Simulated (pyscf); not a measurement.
**Four-centre exchange: H₃C–CH₂–Be–CH₂–CH₃ + H₂S → H₃C–CH₂–Be–SH + ethane (H₃C–CH₃)**

Gas phase, singlet surface, charge 0. Bonds broken: Be1–C2, S16–H17. Bonds formed: Be1–S16, C2–H17. Single points on ωB97X-D3(BJ)/def2-SVP structures (PySCF, gas phase).

Transition state (Å):

```xyz
18

Be     0.0475    -0.2006     1.2086
C      0.9706    -1.2386     0.0578
C     -0.0420    -1.7141    -0.9981
C     -0.7380     1.2970     1.0282
C     -0.3751     2.1150    -0.2219
H      1.6046    -0.4228    -0.3421
H      1.6829    -2.0529     0.2832
H      0.4483    -2.1031    -1.9060
H     -0.7142    -0.8988    -1.3126
H     -0.6788    -2.5247    -0.6035
H     -1.8330     1.1158     1.0477
H     -0.5575     1.9015     1.9391
H      0.6992     2.3686    -0.2424
H     -0.9292     3.0676    -0.2914
H     -0.5828     1.5563    -1.1511
S     -0.0216    -1.5402     2.9764
H      0.6052    -1.6348     1.5614
H     -1.2062    -2.0407     2.5690
```

One imaginary mode, 1034i cm⁻¹; descent along it reached the two sides named, in the forms told below.

```tsv
bond	change	reactant side (Å)	saddle	product side
Be1–C2	breaks	1.720	1.804	3.6
S16–H17	breaks	1.345	1.550	3.1
Be1–S16	forms	2.379	2.219	1.918
C2–H17	forms	3.4	1.597	1.101
```

Electronic energies relative to the separated reactants (eV):

```csv
level,barrier,reaction energy,reverse barrier
ωB97X-D3(BJ)/def2-TZVP,0.32,-1.41,1.73
PBE/def2-TZVP,0.15,-1.38,1.53
r²SCAN/def2-TZVP,0.14,-1.44,1.58
B3LYP-D3(BJ)/def2-TZVP,0.31,-1.38,1.69
PBE0-D3(BJ)/def2-TZVP,0.14,-1.40,1.54
M06-2X/def2-TZVP,0.35,-1.39,1.75
ωB97M-D3(BJ)/def2-TZVP,0.38,-1.36,1.74
HF/def2-TZVP,1.24,-1.47,2.72
```

With ωB97M-D3(BJ)/def2-TZVP energies and thermal terms (ideal gas, 1 atm, RRHO with modes under 100 cm⁻¹ raised to 100, one conformer, R ln 2 for chiral ones without a mode under 150 cm⁻¹), in eV:

| T (K) | ΔH‡ | ΔG‡ | ΔH | ΔG |
|---|---|---|---|---|
| 298 | 0.36 | 0.82 | -1.27 | -1.29 |
| 600 | 0.38 | 1.27 | -1.28 | -1.30 |
| 900 | 0.41 | 1.71 | -1.30 | -1.30 |
| 1200 | 0.44 | 2.15 | -1.31 | -1.31 |

On the reactant side the descent ends in an adduct with a Be–S contact (not fully relaxed), 0.36 eV under the separated species and 0.67 eV under the saddle at ωB97X-D3(BJ)/def2-TZVP. What is counted as formed (Be–S) is already present as a longer contact in the reactant adduct; forming that adduct is a step of its own. This is the saddle that the search found; another between the same sides may lie lower.
